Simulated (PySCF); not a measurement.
Gas-phase reaction: H2CSiH2 + C2H5OH + 2 SiH4 + 2 O ⇌ 3 H3SiOCH3

Method: PySCF energies (xtb for GFN2) plus ideal-gas RRHO corrections (1 bar). S°(298 K) at PBE0/def2-TZVP differs from the NASA 1993 table for C2H5OH (-11 J/mol/K); whether the harmonic model or the table's entry is off was not settled. † marks an energy on the PBE0/def2-TZVP geometry and frequencies; other levels use their own. CCSD(T) freezes the core. 6-31G* has spherical d functions here. Open shells (unrestricted): O (multiplicity 3, electronic degeneracy 9); the rest are closed-shell singlets. GFN2 has no spin-polarisation term. Spin-orbit splitting is ignored; it lowers the true energy and changes the entropy of O. B3LYP is the form with VWN-RPA correlation. No R ln 2 is added for the mirror-image form of C2H5OH. H2CSiH2: computed as isolated molecules; such fragments, hydroxides, amides, oligomers or adducts are transient or little studied in the gas. CCSD(T) isn't extrapolated to the basis-set limit; its ΔH°(298 K) is -1126.6 kJ in def2-SVP and -1214.6 kJ in def2-TZVPP. The harmonic model lacks anharmonicity and excited electronic states, which grow with temperature; levels with a mode under 35 cm⁻¹ are left out. Internal rotation in C2H5OH, H3SiOCH3 is treated as a harmonic vibration of one conformer, which makes the entropy rough.

```csv
level,"ΔE electronic, kJ","ΔH°(298 K), kJ","ΔS°(298 K), J/K","ΔG°(1000 K), kJ"
B3LYP/6-31G*,-1257,-1216,-359,-852
B3LYP/def2-TZVP†,-1269,-1230,-352,-873
CCSD(T)/def2-SVP†,-1166,-1127,-352,-769
CCSD(T)/def2-TZVPP†,-1254,-1215,-352,-857
GFN2-xTB,-2170,-2134,-361,-1768
HF/6-31G*,-877,-831,-356,-468
HF/def2-TZVP†,-908,-869,-352,-512
M06-2X/def2-TZVP†,-1340,-1301,-352,-944
```
ΔH° is lowest at GFN2-xTB and highest at HF/6-31G*. No reference value is set beside these.
